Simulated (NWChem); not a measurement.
# Li2

```xyz
2

Li     0.0000     0.0000     1.3762
Li     0.0000     0.0000    -1.3762
```
Charge 0, spin multiplicity 1.

All runs are NWChem calculations. Structure: optimised with B3LYP/def2-SVP, a minimum by its harmonic frequencies.

B3LYP has NWChem's definition, with VWN1-RPA local correlation. The structure started from a generated list of species. The stability of the SCF solutions was not checked.

Worked example. At B3LYP/def2-TZVP the molecule has a total energy of -15.01780 Ha and the free atoms (multiplicities Li 2) Li -7.49280 Ha. The electronic atomisation energy is the atoms' sum less the molecule's energy.

2·(-7.49280) = -14.98560 Ha for the atoms; less the molecule's energy this leaves 0.03220 Ha, or 20.2 kcal/mol (85 kJ/mol), without zero-point, thermal or spin-orbit terms.
